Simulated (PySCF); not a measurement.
Ionisation energies (eV) were calculated with PySCF 2.14 by UHF, MP2 (valence), LDA, in another order, as differences of total energies without spin-orbit coupling. The measured values are between term centres (NIST).

```json
{"species": "B (aug-cc-pVTZ with one added diffuse shell each of s, p, d, f type, non-relativistic)", "measured": "8.297", "A": "8.265", "B": "8.036", "C": "8.641"}
{"species": "C (aug-cc-pVTZ with one added diffuse shell each of s, p, d, f type, non-relativistic)", "measured": "11.262", "A": "11.254", "B": "10.798", "C": "11.689"}
{"species": "Al+ (aug-cc-pV(T+d)Z with one added diffuse shell each of s, p, d, f type, non-relativistic)", "measured": "18.829", "A": "18.279", "B": "17.521", "C": "18.883"}
{"species": "Cl (aug-cc-pV(T+d)Z with one added diffuse shell each of s, p, d, f type, non-relativistic)", "measured": "12.974", "A": "12.769", "B": "11.773", "C": "13.205"}
{"species": "Zn+ (aug-cc-pVTZ-PP with one added diffuse shell each of s, p, d, f, g type with ECP10MDF, ECP)", "measured": "17.964", "A": "17.900", "B": "16.851", "C": "19.021"}
{"species": "Br+ (aug-cc-pVTZ-PP with one added diffuse shell each of s, d, f type with ECP10MDF, ECP)", "measured": "21.409", "A": "20.935", "B": "20.231", "C": "21.568"}
{"species": "Sn (aug-cc-pVTZ-PP with one added diffuse shell each of d, f type with ECP28MDF, ECP)", "measured": "7.389", "A": "7.158", "B": "6.851", "C": "7.412"}
{"species": "W (aug-cc-pVTZ-PP with one added diffuse shell each of s, p, d, f, g type with ECP60MDF, ECP)", "measured": "7.825", "A": "7.238", "B": "5.885", "C": "7.908"}
```

**Question.** Which column is which method?

**Answer.** A is MP2 (valence) (mean error -0.27 eV); B is UHF (mean error -1.00 eV); C is LDA (mean error 0.30 eV). Valence MP2 in a finite basis recovers only part of the missing correlation, so it stays below experiment on average. Hartree-Fock lacks the correlation of the electron removed and comes out lowest. LDA overbinds the outer electron and comes out highest.
